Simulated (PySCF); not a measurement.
Species: C2H3N (charge +1, doublet). 
Coordinates optimised at B3LYP-D3(BJ)/def2-TZVP (Ansatz):
```
C
H 1 1.0912
C 1 1.3965 2 113.61
N 3 1.2023 2 152.31 1 180.00
H 1 1.1170 2 112.68 3 -123.79
H 1 1.1170 2 112.68 5 -112.42
```
Charge +1, spin multiplicity 2.

Dispersion corrections to the total energy (kcal/mol) from the dftd3 and dftd4 libraries through PySCF: D3(BJ) without and D4 with the three-body term, each with the damping fitted for the functional named.

```tsv
functional	D3(BJ)	D4
PBE0	-1.46	-0.93
revPBE	-4.77	-4.24
BLYP	-3.71	-2.62
B3LYP	-3.00	___
CAM-B3LYP	___	-0.92
HSE06	-1.02	-0.85
TPSS	-2.17	___
```

**Question.** Some entries are withheld; supply them.

**Answer.** 
- B3LYP, D4: -1.82
- CAM-B3LYP, D3(BJ): -1.23
- TPSS, D4: -1.54
